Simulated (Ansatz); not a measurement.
Input file:

```yaml
crystal:
  periodic: [false, false, false]
  atoms:
    - {symbol: Al, position_ang: [0.000000, 0.000000, 0.253900]}
    - {symbol: Ga, position_ang: [0.000000, 0.000000, -2.089700]}
    - {symbol: H, position_ang: [0.000000, 0.000000, 1.835800]}
basis:
  gaussian: {orbitals: 6-31G}
magnetization: {spin_polarized: false, initial_magnetization: 5}
hamiltonian: {xc: {name: B3LYP}}
correlation: {method: bccd_t, electrons: outside_noble_gas}
scf: {lower_state_search: off}
```

```sh
$ ansatz run in.yaml --threads 1 --pin off --events-out ev --progress --plain --max-ram 2393MiB
```

Output:

```
these checks for a lower state are left out or cut short: stability, starts, cluster_reference, orbital_swaps, neighbouring_geometries, increment
420 factors; integrals over basis functions are off by at most 1.4e-4 eV
mean field evaluation 1: about -58973.1355 eV, gradient 9.9e0 eV
mean field evaluation 2: about -58973.1481 eV, gradient 9.9e0 eV
mean field evaluation 4: about -58972.8103 eV, gradient 7.2e0 eV
mean field evaluation 8: about -58973.4028 eV, gradient 2.5e-1 eV
mean field evaluation 16: about -58973.4037 eV, gradient 5.0e-6 eV
mean field -58973.40369473 eV, -2167.2326121725 hartree, gradient 5.0e-6 eV, S^2 8.750000; 0 other end points of the search recorded, 0 dependent functions left out
19 core orbitals not correlated: weight in the atoms' cores, before any rotation towards them, 0.996 or more for the frozen orbitals, at most 0.001 for the correlated occupied ones
reference -58915.16620756 eV, -2165.0924239939 hartree; 6, 1 occupied and 19, 24 virtual orbitals, 420 factors
second order -1.13652640 eV of doubles, -0.21762112 eV of singles
cycle   1  -1.55055399 eV  change   -4.0e-1 eV  update   8.1e-2
cycle   2  -1.85322776 eV  change   -3.0e-1 eV  update   4.5e-2
cycle   3  -1.87606977 eV  change   -2.3e-2 eV  update   1.8e-2
cycle   4  -1.88942582 eV  change   -1.3e-2 eV  update   1.2e-2
cycle   5  -1.88988031 eV  change   -4.5e-4 eV  update   1.1e-2
cycle   6  -1.88066648 eV  change    9.2e-3 eV  update   6.9e-3
cycle   7  -1.88692246 eV  change   -6.3e-3 eV  update   4.1e-3
cycle   8  -1.87728420 eV  change    9.6e-3 eV  update   1.6e-3
cycle   9  -1.88176366 eV  change   -4.5e-3 eV  update   1.2e-3
cycle  10  -1.88165402 eV  change    1.1e-4 eV  update   3.3e-4
cycle  11  -1.88151119 eV  change    1.4e-4 eV  update   1.3e-4
cycle  12  -1.88165120 eV  change   -1.4e-4 eV  update   5.9e-5
cycle  13  -1.88163303 eV  change    1.8e-5 eV  update   2.0e-5
cycle  14  -1.88162598 eV  change    7.1e-6 eV  update   8.7e-6
cycle  15  -1.88162368 eV  change    2.3e-6 eV  update   3.7e-6
cycle  16  -1.88162387 eV  change   -1.9e-7 eV  update   1.3e-6
perturbative correction -0.03991280 eV, -0.0014667684 hartree
WARN: these amplitudes may be one of several solutions (largest doubles amplitude 0.10, level shift 2.60 eV)
Total energy: -58917.08774424 eV, -2165.1630391643 hartree
Checks for a lower state left out: stability, starts, cluster_reference, orbital_swaps, neighbouring_geometries, increment
```

The singles that turn the determinant into the Brueckner one have T1 = 0.079.

Ran on 1 thread of Arm Neoverse V1, shared host: 2 s wall, 0.09 GiB peak host memory.
